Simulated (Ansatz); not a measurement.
A nudged elastic band was laid between two geometries of AlB₂H₅ (8 atoms, charge 0, multiplicity 1).

Method: Ansatz, RKS B3LYP-D4/6-31G.

```
movable images  : 7
climbing image  : yes
spring          : 5.0 eV/Å²
optimiser       : quadratic models (default)
start path      : through a guess of the saddle point
force threshold : 0.05 eV/Å
iteration limit : 60
end points      : relaxed
```

Initial state:

```xyz
8
Properties=species:S:1:pos:R:3
B -1.099 0.861 -1.304
Al 0.037 0.497 0.452
B 1.064 -1.304 0.906
H -2.272 0.619 -1.375
H -0.615 1.324 -2.300
H 0.135 1.704 1.533
H 2.207 -1.492 0.592
H 0.544 -2.210 1.497
```

Final state:

```xyz
8
Properties=species:S:1:pos:R:3
B -1.097 0.859 -1.301
Al 0.042 0.507 0.455
B 1.061 -1.301 0.904
H -2.270 0.612 -1.369
H -0.616 1.313 -2.302
H 0.141 1.712 1.537
H 0.542 -2.201 1.504
H 2.196 -1.501 0.571
```

Task: Which bonds break or form, and what moves?

Result: No bond is made or broken. The dihedral B1–Al2–B3–H7 goes from 91 to -90°. The two ends are copies of one structure, up to a mirror image or an exchange of like atoms.

Task: Give the energies along the band, and the barrier.

Result: The run converged. The highest image is number 4 of 0 to 8, 21.1 kJ/mol above the ends, which have the same energy within 2 meV. A vibrational analysis at the climbing image gives one clearly imaginary mode, 270i cm⁻¹: a first-order saddle point. Limits of this set-up: no polarisation functions.

```tsv
image	path coordinate (Å)	energy (kJ/mol)	dihedral B1–Al2–B3–H7 (°)
0	0.00	0.0	91
1	0.52	2.7	113
2	1.03	9.7	135
3	1.55	17.5	158
4	2.07	21.1	-180
5	2.59	17.5	-157
6	3.11	9.5	-135
7	3.63	2.6	-112
8	4.15	0.0	-90
```

Task: What is the geometry of the highest image?

Result: 
```xyz
8
Properties=species:S:1:pos:R:3:forces:R:3
B -1.041 0.876 -1.341 0.00 0.00 0.00
Al -0.048 0.505 0.493 0.00 0.00 0.00
B 1.085 -1.313 0.922 0.00 0.00 0.00
H -2.179 0.550 -1.546 0.00 0.00 0.00
H -0.510 1.421 -2.271 0.00 0.00 0.00
H -0.141 1.646 1.641 0.00 0.00 0.00
H 1.631 -1.482 1.975 0.00 0.00 0.00
H 1.203 -2.204 0.128 0.00 0.00 0.00
```

Task: What are the harmonic wavenumbers there?

Result: 270i, 124, 218, 328, 471, 493, 547, 581, 686, 833, 863, 1178, 1190, 1811, 2563, 2582, 2633, 2664 cm⁻¹.

The run took 3.3 min on 1 thread of Intel(R) Xeon(R) Platinum 8488C (Sapphire Rapids), on a shared host, peak memory 0.12 GiB.
